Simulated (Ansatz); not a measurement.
```yaml
crystal:
  periodic: [false, false, false]
  atoms:
    - {symbol: C, position_ang: [-0.641892, 1.497033, -0.235621]}
    - {symbol: C, position_ang: [-0.089726, 0.122264, 0.105120]}
    - {symbol: C, position_ang: [0.012105, -0.306281, 1.229291]}
    - {symbol: C, position_ang: [0.374453, -0.638715, -1.126317]}
    - {symbol: H, position_ang: [-0.698968, 1.845781, -1.366684]}
    - {symbol: H, position_ang: [-1.030654, 1.875834, 0.586003]}
    - {symbol: H, position_ang: [-0.704981, -1.244961, 1.462918]}
    - {symbol: H, position_ang: [-0.249251, 0.174339, 2.135253]}
    - {symbol: H, position_ang: [1.055736, -0.501211, 1.511058]}
    - {symbol: H, position_ang: [-0.203560, -1.658604, -1.225587]}
    - {symbol: H, position_ang: [0.213872, -0.140250, -2.059265]}
    - {symbol: H, position_ang: [1.341299, -0.828441, -0.980079]}
basis:
  gaussian: {orbitals: def2-TZVPPP}
total_charge: 1
magnetization: {spin_polarized: true, initial_magnetization: 1}
hamiltonian: {xc: {name: wB97X-V}}
output: {forces: true}
```

```sh
$ ansatz run in.yaml --threads 2 --pin off --events-out ev --progress --plain --max-ram 32768MiB --backend cpu
```

Question: How does Ansatz answer? (Estimate.)

Answer: Ansatz gave: The input was rejected before any iteration.
```
Error: <dir> can't be read: No such file or directory (os error 2)
```
